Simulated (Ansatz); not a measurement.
in.yaml

```yaml
crystal:
  periodic: [false, false, false]
  atoms:
    - {symbol: Be, position_ang: [0.000000, 0.000000, 0.000000]}
    - {symbol: Mg, position_ang: [0.000000, 0.000000, 2.713100]}
basis:
  gaussian: {orbitals: def2-mTZVP}
total_charge: -1
magnetization: {spin_polarized: false, initial_magnetization: 1}
correlation: {method: fic_mrcisd_q, electrons: all, active_space: {window: {electrons: 15, orbitals: 8}}}
```

```sh
$ ansatz run in.yaml --threads 1 --pin off --events-out ev --progress --plain --max-ram 2393MiB
```

The program prints:

```
292 factors; integrals over basis functions are off by at most 1.7e-4 eV
mean field evaluation 1: about -5826.0158 eV, gradient 5.5e0 eV
mean field evaluation 2: about -5826.0422 eV, gradient 5.4e0 eV
mean field evaluation 4: about -5827.2122 eV, gradient 1.9e0 eV
mean field evaluation 8: about -5827.3840 eV, gradient 1.4e-1 eV
mean field evaluation 16: about -5827.3854 eV, gradient 9.2e-7 eV
mean field evaluation 32: about -5827.4167 eV, gradient 8.9e-2 eV
mean field evaluation 64: about -5827.1768 eV, gradient 1.9e0 eV
a density is far from that of the atoms, so the factors are made again for it
309 factors; integrals over basis functions are off by at most 8.5e-5 eV
mean field evaluation 96: about -5827.3802 eV, gradient 4.9e-1 eV
mean field evaluation 128: about -5827.3832 eV, gradient 3.8e-1 eV
mean field evaluation 160: about -5827.3853 eV, gradient 1.0e-2 eV
mean field -5827.38527958 eV, -214.1524590810 hartree, gradient 5.8e-6 eV, S^2 0.750000; 9 other end points of the search recorded, 0 dependent functions left out
reference -5827.38527958 eV, -214.1524590810 hartree; 9, 8 occupied and 16, 17 virtual orbitals, 309 factors
state -5827.38527958 eV, -214.1524590810 hartree
contracted CI cycle   1: correlation 0.00000000 eV, 0.0000000000 hartree, residual 2.81e1 eV
contracted CI cycle   2: correlation -3.50319781 eV, -0.1287401450 hartree, residual 3.68e0 eV
contracted CI cycle   3: correlation -3.66895460 eV, -0.1348315945 hartree, residual 1.42e0 eV
contracted CI cycle   4: correlation -3.69101918 eV, -0.1356424530 hartree, residual 4.16e-1 eV
contracted CI cycle   5: correlation -3.69333751 eV, -0.1357276500 hartree, residual 1.43e-1 eV
contracted CI cycle   6: correlation -3.69351431 eV, -0.1357341472 hartree, residual 3.84e-2 eV
contracted CI cycle   7: correlation -3.69353113 eV, -0.1357347656 hartree, residual 1.39e-2 eV
contracted CI cycle   8: correlation -3.69353334 eV, -0.1357348467 hartree, residual 5.11e-3 eV
contracted CI cycle   9: correlation -3.69353367 eV, -0.1357348586 hartree, residual 1.89e-3 eV
contracted CI cycle  10: correlation -3.69353370 eV, -0.1357348600 hartree, residual 7.11e-4 eV
state -5827.38527958 eV, -214.1524590810 hartree; corrected -5831.39256365 eV, -214.2997240543 hartree
WARN: 7 active orbitals are nearly empty or full. The corrections depend on them more than the energy does, and are more stable in an active space without them
Total energy: -5831.39256365 eV, -214.2997240543 hartree
```

The active space holds one configuration alone, so it describes no static correlation.

Natural occupations: 2.0000 2.0000 2.0000 2.0000 2.0000 2.0000 2.0000 1.0000.

Ran on 1 thread of Arm Neoverse V1, shared host: 1.5 s wall, 0.2 GiB peak host memory.
